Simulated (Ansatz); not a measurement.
**Worked example: correlation energy of HMgGe, quartet**

Geometry: a point of a stretch scan, not a stationary point.

```yaml
atoms:
  - { symbol: Ge, position_ang: [0.0000, 0.0000, -2.3864] }
  - { symbol: Mg, position_ang: [0.0000, 0.0000, 0.1662] }
  - { symbol: H, position_ang: [0.0000, 0.0000, 2.2202] }
```

Basis 6-31G (Cartesian d functions); Ansatz 0.2.0. Only valence electrons are correlated (noble-gas cores and the filled d shells of p-block atoms frozen), which leaves 7 electrons in 25 orbitals. R marks a restricted (for open shells ROHF) determinant. No spin–orbit coupling is included, and no scalar relativity. The metal's outer-core shells are frozen, which leaves out core–valence correlation.

Full CI is exact within this basis and frozen core; it isn't the basis-set limit.

Runs differ by some tens of microhartree through their thresholds and, for an open shell, their frozen cores, so steps under 0.03 kcal/mol mean nothing.

```
    level  total energy (hartree)
      RHF            -2275.149404
     RMP2            -2275.189194
    RCCSD            -2275.207782
 RCCSD(T)            -2275.208972
   RCCSDT            -2275.209581
RCCSDT(Q)            -2275.209632
  full CI            -2275.209638
```

What is the correlation energy at full CI, and what share of it do RMP2 and RCCSD(T) recover?

E(corr) = -2275.209638 − (-2275.149404) = -0.060234 hartree = -1.639 eV. RMP2: -0.039790 / -0.060234 = 66.06 %. RCCSD(T): -0.059568 / -0.060234 = 98.89 %.

By how many kcal/mol does RCCSD(T) miss full CI (1 hartree = 627.509 kcal/mol), and which steps make up the rest?

-2275.208972 − (-2275.209638) = 0.000666 hartree = 0.42 kcal/mol. Steps: RCCSDT − RCCSD(T) = -0.38, RCCSDT(Q) − RCCSDT = -0.03, full CI − RCCSDT(Q) = 0.00 kcal/mol. That is within 1 kcal/mol of the reference in this basis, which itself misses far more of the correlation at the basis-set limit.
